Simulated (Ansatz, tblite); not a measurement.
# The cluster Sr2O2+: one state, many levels

An exercise on one series of results from a longer session: the logs are not shown, and one member is left open.

Computed with Ansatz 0.2.0, Gaussian basis. Level: as each input shows.

Levels to be run: GFN1-xTB, GFN2-xTB, PBE-D4/def2-TZVP, r2SCAN-D4/def2-TZVP, r2SCANh-D4/def2-TZVP, LDA/def2-TZVP, CAM-B3LYP-D4/def2-TZVP, BLYP-D4/def2-TZVP, HF/def2-TZVP, PBE-D4/def2-SVP, PBE0-D4/def2-SVP, CCSD(T)/def2-TZVPP, MP2/def2-TZVP, RPA/def2-TZVP.

2 further runs of the same task are left out: 2 set aside as unsound or not needed. Runs told in other sessions of the task aren't counted.

## The structure

The doublet was relaxed beforehand with r2SCAN-D4/def2-TZVP. At that level it is the lowest of the isomers that a small search found.

4 atoms, charge 1, spin multiplicity 2.

Bond lengths: Sr1–O3 2.198 Å, Sr1–O4 2.198 Å, Sr2–O3 2.198 Å, Sr2–O4 2.198 Å. Angles: O3–Sr1–O4 67.1°, O3–Sr2–O4 67.1°, Sr1–O3–Sr2 112.9°, Sr1–O4–Sr2 112.9°.

Sr takes a core potential in the def2 sets. No spin-orbit coupling is included. The ion is computed in the gas phase, without counter-ions or solvent.

PBE0-D4/def2-TZVP was run before; its log isn't repeated, and its numbers join the tables.

Set-up of the first run:

Tight binding, by tblite at 300 K electronic temperature and without a spin-polarisation term:

```python
tblite.interface.Calculator('GFN1-xTB', numbers, positions, charge=1, uhf=1).singlepoint()
```

Tight binding, by tblite at 300 K electronic temperature and without a spin-polarisation term:

```python
tblite.interface.Calculator('GFN2-xTB', numbers, positions, charge=1, uhf=1).singlepoint()
```

start.molden holds the orbitals of an earlier run on this state, given as this run's starting guess.

File in.yaml:

```yaml
crystal:
  periodic: [false, false, false]
  atoms:
    - {symbol: Sr, position_ang: [-1.821689, 0.188677, -0.046724]}
    - {symbol: Sr, position_ang: [1.821687, -0.188623, 0.047010]}
    - {symbol: O, position_ang: [0.123940, 1.207626, 0.043339]}
    - {symbol: O, position_ang: [-0.123938, -1.207680, -0.043624]}
basis:
  gaussian: {orbitals: def2-TZVP, initial_orbitals: start.molden}
total_charge: 1
magnetization: {spin_polarized: true, initial_magnetization: 1}
hamiltonian: {xc: pbe, dispersion: d4}
scf: {omitted_lower_state_checks: [starts]}
output: {orbitals: {seedname: orbitals}}
```

Run with:

```bash
$ ansatz run in.yaml --threads 4 --pin off --events-out ev --progress --plain --max-ram 3916MiB
```

Steps of the session up to this table: PBE-D4/def2-TZVP; r2SCAN-D4/def2-TZVP; r2SCANh-D4/def2-TZVP; LDA/def2-TZVP; CAM-B3LYP-D4/def2-TZVP; BLYP-D4/def2-TZVP; HF/def2-TZVP; PBE-D4/def2-SVP; PBE0-D4/def2-SVP; CCSD(T)/def2-TZVPP; MP2/def2-TZVP; RPA/def2-TZVP.

One table of the session follows, with a row left open; its other results are not shown here.

| level | HOMO (eV) | LUMO (eV) | gap (eV) |
| --- | --- | --- | --- |
| HF/def2-TZVP | -11.48 | -3.12 | 8.37 |
| LDA/def2-TZVP | -9.02 | -8.06 | 0.96 |
| PBE-D4/def2-SVP | -8.74 | -7.55 | 1.18 |
| PBE-D4/def2-TZVP | -8.78 | -7.55 | 1.23 |
| BLYP-D4/def2-TZVP | -8.69 | -7.46 | 1.23 |
| r2SCAN-D4/def2-TZVP | -8.85 | -6.98 | 1.87 |
| r2SCANh-D4/def2-TZVP | -9.37 | -6.46 | 2.91 |
| PBE0-D4/def2-SVP | -9.95 | -6.05 | 3.91 |
| PBE0-D4/def2-TZVP | ? | ? | ? |
| CAM-B3LYP-D4/def2-TZVP | -11.06 | -5.02 | 6.04 |

Q: Estimate the row for PBE0-D4/def2-TZVP from the others.

The run gave: HOMO (eV): -9.97; LUMO (eV): -6.06; gap (eV): 3.91. In the column «HOMO (eV)» it lies between CAM-B3LYP-D4/def2-TZVP (-11.06) and PBE0-D4/def2-SVP (-9.95).
